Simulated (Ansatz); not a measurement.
Born–Oppenheimer molecular dynamics of F2 (2 atoms, charge 0, multiplicity 1). It starts from a relaxed structure.

Computed with UKS PBE0-D4/def2-SVP in Ansatz 0.2.0.

| Quantity | Value |
| --- | --- |
| ensemble | NVE (velocity Verlet) |
| time step | 1 fs |
| steps asked | 150 |
| starting velocities drawn for | 1500 K |
| seed | 518863 |

Frames 10 fs apart, positions in Å, forces in eV/Å.

Velocities at 0.0 fs (Å/ps):

```
F -4.86 1.77 -2.46
F 4.86 -1.77 2.46
```

```xyz
2
Properties=species:S:1:pos:R:3:forces:R:3 time_fs=0.0 energy_less_start_eV=0.000 T=1500
F -0.584 0.213 -0.295 0.01 0.00 0.00
F 0.584 -0.213 0.295 -0.01 0.00 0.00
2
Properties=species:S:1:pos:R:3:forces:R:3 time_fs=10.0 energy_less_start_eV=0.059 T=135
F -0.609 0.221 -0.307 1.66 -0.60 0.84
F 0.609 -0.221 0.307 -1.66 0.60 -0.84
2
Properties=species:S:1:pos:R:3:forces:R:3 time_fs=20.0 energy_less_start_eV=0.028 T=861
F -0.569 0.207 -0.287 -1.37 0.50 -0.69
F 0.569 -0.207 0.287 1.37 -0.50 0.69
2
Properties=species:S:1:pos:R:3:forces:R:3 time_fs=30.0 energy_less_start_eV=0.003 T=1435
F -0.579 0.211 -0.293 -0.42 0.15 -0.21
F 0.579 -0.211 0.293 0.42 -0.15 0.21
2
Properties=species:S:1:pos:R:3:forces:R:3 time_fs=40.0 energy_less_start_eV=0.064 T=21
F -0.610 0.222 -0.308 1.72 -0.63 0.87
F 0.610 -0.222 0.308 -1.72 0.63 -0.87
2
Properties=species:S:1:pos:R:3:forces:R:3 time_fs=50.0 energy_less_start_eV=0.014 T=1171
F -0.573 0.209 -0.290 -0.96 0.35 -0.49
F 0.573 -0.209 0.290 0.96 -0.35 0.49
2
Properties=species:S:1:pos:R:3:forces:R:3 time_fs=60.0 energy_less_start_eV=0.011 T=1242
F -0.575 0.209 -0.290 -0.85 0.31 -0.43
F 0.575 -0.209 0.290 0.85 -0.31 0.43
2
Properties=species:S:1:pos:R:3:forces:R:3 time_fs=70.0 energy_less_start_eV=0.065 T=7
F -0.610 0.222 -0.308 1.73 -0.63 0.87
F 0.610 -0.222 0.308 -1.73 0.63 -0.87
2
Properties=species:S:1:pos:R:3:forces:R:3 time_fs=80.0 energy_less_start_eV=0.005 T=1395
F -0.578 0.210 -0.292 -0.53 0.19 -0.27
F 0.578 -0.210 0.292 0.53 -0.19 0.27
2
Properties=species:S:1:pos:R:3:forces:R:3 time_fs=90.0 energy_less_start_eV=0.024 T=951
F -0.570 0.207 -0.288 -1.27 0.46 -0.64
F 0.570 -0.207 0.288 1.27 -0.46 0.64
2
Properties=species:S:1:pos:R:3:forces:R:3 time_fs=100.0 energy_less_start_eV=0.061 T=95
F -0.609 0.222 -0.308 1.68 -0.61 0.85
F 0.609 -0.222 0.308 -1.68 0.61 -0.85
2
Properties=species:S:1:pos:R:3:forces:R:3 time_fs=110.0 energy_less_start_eV=0.000 T=1496
F -0.583 0.212 -0.294 -0.10 0.04 -0.05
F 0.583 -0.212 0.294 0.10 -0.04 0.05
```

Of the whole run (150 fs, mean temperature of the second half 755 K): The conserved energy stayed within 0.37 meV per atom of its start (net change 0.27 meV per atom), so the integration is sound. The temperature averaged 0.50 of the 1500 K drawn at the start: a run that starts near a minimum puts about half its kinetic energy into the potential. A run of 0.15 ps of so small a system gives no equilibrium averages.

The run took 37 s on 1 thread of Intel(R) Xeon(R) 6975P-C (Granite Rapids), with other jobs on the host, peak memory 0.098 GiB.
